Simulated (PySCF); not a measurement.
# Structure revision by computed shifts

A compound C4H4 gives the data below (simulated from a calculation) and was assigned the structure `C=C=C=C`.

13C{1H} NMR (computed): δ 147.9 (CH, 4C).

1H NMR (600 MHz, computed): δ 5.71 (s, 4H).

- σ from GIAO-PBE0/pcSseg-1
- PBE0-D3(BJ)/def2-SVP structure
- run in PySCF 2.14
- a single conformation, non-relativistic Hamiltonian, in vacuum, one averaged value for each set of equivalent atoms

δ = σ(ref) − σ, references computed at the same level: 1H (σ = 31.27 ppm) and 13C (σ = 184.41 ppm) against TMS.

(1) Compare with the shifts computed for the proposed structure, pairing carbons in order of shift.

(2) Which isomer fits?

## Answers

(1) Mapped SMILES: `[CH2:1]=[C:2]=[C:3]=[CH2:4]` (H(Xn): hydrogen on atom n).

| atom | computed for proposal | given list | difference |
| --- | --- | --- | --- |
| C2 | 189.3 | 147.9 | +41.4 |
| C3 | 189.3 | 147.9 | +41.4 |
| C1 | 103.8 | 147.9 | -44.1 |
| C4 | 103.8 | 147.9 | -44.1 |

The rms difference is 42.8 ppm and the largest -44.1 ppm at C1 (terminal carbon of a cumulated C=C=C unit). The proposal also would give 2 carbon signals, not 1. The carbon types in order of shift don't match either: C, C, CH2, CH2 for the proposal against CH, CH, CH, CH in the data. The proposal doesn't fit.

(2) Cyclobutadiene (SMILES C1=CC=C1).

Carbon types of the structure: 4 × CH, which accounts for all hydrogens. δC 147.9: alkene CH; as expected for a trigonal carbon in a double bond. δH 5.71: hydrogen on an alkene CH; olefinic region.

Other isomers checked: C=C1C=C1 (rms 43.4 ppm); C#CC=C (rms 44.7 ppm).

The data come from this structure; uniqueness wasn't tested.

Shifts are as computed. Against solution values, carbons near 30 ppm lie about +2 ppm off and those near 130 ppm about +5 ppm. Of 1211 compounds with measured shifts, 218 miss one by over three times the rms of a fit or turn the order of signals round; such compounds aren't used in these exercises.
